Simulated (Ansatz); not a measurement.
```yaml
crystal:
  periodic: [false, false, false]
  atoms:
    - {symbol: C, position_ang: [-0.087439, -0.639943, -0.142816]}
    - {symbol: C, position_ang: [0.087493, 0.639939, 0.142808]}
    - {symbol: H, position_ang: [0.031976, -1.412735, 0.608942]}
    - {symbol: H, position_ang: [-0.357439, -0.969094, -1.140497]}
    - {symbol: H, position_ang: [-0.032096, 1.412742, -0.608911]}
    - {symbol: H, position_ang: [0.357506, 0.969092, 1.140485]}
basis:
  gaussian: {orbitals: x2c-TZVPPall}
magnetization: {spin_polarized: true, initial_magnetization: 0}
hamiltonian: {xc: {name: HF}}
correlation: {method: ccsd}
```

```sh
$ ansatz run in.yaml --threads 2 --pin off --events-out ev --progress --plain --max-ram 32768MiB --backend cpu
```

Output, abridged:

```
Functional definition: HF
684 factors; integrals over basis functions are off by at most 7.7e-4 eV
mean field evaluation 1: about -2123.5128 eV, gradient 1.7e1 eV
mean field evaluation 2: about -2123.5167 eV, gradient 1.7e1 eV
mean field evaluation 4: about -2125.0815 eV, gradient 1.4e0 eV
mean field evaluation 8: about -2125.0953 eV, gradient 1.8e-4 eV
mean field -2125.09528224 eV, -78.0958111810 hartree, gradient 1.2e-6 eV, S^2 0.000000; 2 other end points of the search recorded, 0 dependent functions left out
2 core orbitals not correlated: weight in the atoms' cores, before any rotation towards them, 1.000 or more for the frozen orbitals, at most 0.000 for the correlated occupied ones
reference -2125.09528224 eV, -78.0958111810 hartree; 6, 6 occupied and 110, 110 virtual orbitals, 684 factors
second order -9.09181404 eV of doubles, -0.00000000 eV of singles
cycle   1  -9.46277311 eV  change   -3.7e-1 eV  update   6.3e-2
cycle   2  -9.71818609 eV  change   -2.6e-1 eV  update   2.1e-2
cycle   3  -9.76479210 eV  change   -4.7e-2 eV  update   8.8e-3
cycle   4  -9.76376578 eV  change    1.0e-3 eV  update   2.4e-3
cycle   5  -9.76384230 eV  change   -7.7e-5 eV  update   5.2e-4
cycle   6  -9.76380242 eV  change    4.0e-5 eV  update   1.3e-4
cycle   7  -9.76381335 eV  change   -1.1e-5 eV  update   2.7e-5
cycle   8  -9.76382268 eV  change   -9.3e-6 eV  update   7.4e-6
Total energy: -2134.85910492 eV, -78.4546250463 hartree
Relativity: scalar
```

Run time 9.6 s (2 threads of a server CPU on a shared host); peak host memory 1.1 GiB.
